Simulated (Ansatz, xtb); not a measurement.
**H4NOSi−: where a starting geometry ends**

The starting geometry of this gas-phase singlet was built from a drawn formula by distance geometry and a force field; its bonds are those of `ON[SiH2-]`.

| atom | x (Å) | y (Å) | z (Å) |
| --- | --- | --- | --- |
| N | -0.2083 | -0.1510 | 1.2903 |
| O | 0.2623 | -0.3616 | -0.0825 |
| Si | -1.9285 | 0.0854 | 1.2958 |
| H | 0.8845 | 0.3326 | -0.1936 |
| H | -0.0352 | -1.0615 | 1.6720 |
| H | -2.2040 | 1.1913 | 0.3040 |
| H | -2.5771 | -1.1425 | 0.7909 |

Problem. Predict what becomes of its bonds when it is optimised with r2SCAN-D4/def2-SVPD.

Solution. It keeps its bonds, and is `ON[SiH2-]`.

The energy falls by 0.70 eV over 22 steps:

```tsv
step	E − E(last) (eV)
1	0.704
3	0.180
6	0.154
8	0.144
10	0.124
13	0.075
15	0.042
17	0.006
20	0.000
22	0.000
```

Final geometry (Å):

```xyz
7

N    -0.1334   -0.1039    1.4582
O     0.5356   -0.1642    0.1421
Si   -1.9633    0.0383    1.3777
H    -0.1998   -0.4079   -0.4503
H     0.1107   -1.0017    1.8849
H    -2.0153    1.3638    0.5890
H    -2.1407   -0.8316    0.0752
```

From the same start GFN2-xTB ends elsewhere, in pieces: H2NSi + H2O.

No frequencies were run, so the end isn't proven a minimum. Run with Ansatz 0.2.0, 66 s on 1 thread of AMD EPYC (Zen 3), on a shared host.
